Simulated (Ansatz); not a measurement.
Basis-set limit of PdSiH3⁺, singlet

| atom | x (Å) | y (Å) | z (Å) |
| --- | --- | --- | --- |
| Pd | -0.0084 | 0.0000 | 0.4958 |
| Si | -0.0029 | 0.0000 | -1.6818 |
| H | -0.1510 | -1.2372 | -2.4752 |
| H | -0.1510 | 1.2372 | -2.4752 |
| H | 1.2737 | 0.0000 | -0.5313 |

Connectivity, by distances: Pd–SiH2, 1 bridging H.

Ansatz 0.2.0, RHF determinant, valence electrons correlated, core potentials past Kr. Energies in eV.

| set | X | functions | Hartree–Fock | MP2 correlation | CCSD(T) correlation | time |
| --- | --- | --- | --- | --- | --- | --- |
| def2-TZVPP | 3 | 140 | -11359.2008 | -14.1681 | -14.3149 | 3.9 s on 1 × NVIDIA H100 80GB HBM3 with 1 thread of AMD EPYC 7R13 Processor (Zen 3) (shared host) |
| def2-QZVPP | 4 | 248 | -11359.5060 | -15.1788 | -15.2499 | 4.9 s on 1 × NVIDIA H100 80GB HBM3 with 1 thread of AMD EPYC 7R13 Processor (Zen 3), with other jobs on the host |

Hartree–Fock is taken to follow E(X) = E∞ + A·exp(−7.88·√X), correlation E(X) = E∞ + B·X^−2.97.

Cautions: no spin-orbit coupling; outer-core shells of the metal frozen; higher spins were not checked; restricted determinant unstable towards unrestricted.

**Question.** Work out the CCSD(T) energy at the limit, and how far the shortcut misses it that extrapolates MP2 and adds CCSD(T) minus MP2 from the smaller set.

**Answer.** Hartree–Fock: E∞ = E4 + 0.1377·(E4 − E3) = -11359.5481. Correlation: E∞ = E4 + 0.7407·(E4 − E3) = -15.9426 for CCSD(T) and -15.9275 for MP2. The limit is -11375.4907 eV, 0.735 eV below def2-QZVPP. The shortcut gives a correlation energy of -15.9275 + (-0.1468) = -16.0742, 132 meV lower than the direct value.

Past Ne part of the Hartree–Fock step between the two sets comes from the cores, which don't follow the formula, so the 42 meV that it adds to the total can overshoot; that part largely cancels in differences.

The exponents were fitted on light atoms, and def2 sets of heavy atoms don't grow evenly, so the limit is rough here.
